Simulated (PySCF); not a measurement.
**MgSiH3+, a cluster of ions: interaction energy**

The task here is to estimate one member of a computed series from the others.

Computed with PySCF 2.14.0; each step states its level. No surroundings beyond the atoms listed, unless a continuum is named. Atoms count from 0, parts from 1.

## Starting point

5 atoms, charge 1, multiplicity 1; geometry: GFN2-xTB. Parts: 1 = atom 0, `[Mg+2]`, charge 2; 2 = atoms 1–4, `[SiH3-]`, charge -1.

Set-up of the first run:

The job: settings as JSON, then the geometry in Å.

```
{"job": {"xc": "PBE0", "basis": "def2-SVPD", "d3": "d3bj", "grid": 2, "kind": "geom", "shake": 0.01}, "charge": 1, "multiplicity": 1, "parts": [{"atoms": "0-0", "charge": 2, "multiplicity": 1}, {"atoms": "1-4", "charge": -1, "multiplicity": 1}]}
Mg     0.125851    -0.098422    -0.134686
Si     0.432857     1.990423     1.152763
H      0.665266     3.078898     0.153268
H     -0.781812     2.213514     1.932794
H      1.618588     1.745008     2.021235
```

Command:

```sh
> OMP_NUM_THREADS=1 python cluster_run.py task.json out
```

One launch serves the whole session: the jobs run in the order shown.

Among the steps run: Geometry optimisation at PBE0-D3(BJ)/def2-SVPD; Coupled-cluster interaction energy: CCSD(T) and MP2, 2.61 Å; Coupled-cluster interaction energy: CCSD(T) and MP2, 2.87 Å; Coupled-cluster interaction energy: CCSD(T) and MP2, 2.48 Å; Coupled-cluster interaction energy: CCSD(T) and MP2, 3.27 Å; Coupled-cluster interaction energy: CCSD(T) and MP2, 2.35 Å; Coupled-cluster interaction energy: CCSD(T) and MP2, 3.92 Å; Coupled-cluster interaction energy: CCSD(T) and MP2, 5.23 Å.

One of the session's tables, all rows but one given; the rest of the session is left out.

It belongs to the step «Coupled-cluster interaction energy: CCSD(T) and MP2, 5.23 Å». 

| method | interaction energy (kcal/mol) |
| --- | --- |
| HF/aug-cc-pVDZ | ? |
| MP2/aug-cc-pVDZ | -318.62 |
| CCSD/aug-cc-pVDZ | -326.21 |
| CCSD(T)/aug-cc-pVDZ | -335.26 |
| HF/aug-cc-pVTZ | -326.50 |
| MP2/aug-cc-pVTZ | -318.49 |
| SCS-MP2/aug-cc-pVTZ | -322.44 |
| MP2, extrapolated | -318.35 |
| CCSD(T), limit estimate | -334.99 |

Estimate the missing values for HF/aug-cc-pVDZ.

**Answer.** interaction energy (kcal/mol): -326.29. In the column «interaction energy (kcal/mol)» it lies between HF/aug-cc-pVTZ (-326.50) and CCSD/aug-cc-pVDZ (-326.21).

In this run the core of Mg (2s2p) is correlated, in a basis without core functions; only the other cores are frozen.

Limits of these values: At 3.27 Å a test (T1, the size of the triples or of CCSD(T) less MP2, charge moved between the parts) flags the run, so its CCSD(T) estimate is not taken as a benchmark. At 3.92 Å a test (T1, the size of the triples or of CCSD(T) less MP2, charge moved between the parts) flags the run, so its CCSD(T) estimate is not taken as a benchmark. At 5.23 Å a test (T1, the size of the triples or of CCSD(T) less MP2, charge moved between the parts) flags the run, so its CCSD(T) estimate is not taken as a benchmark.
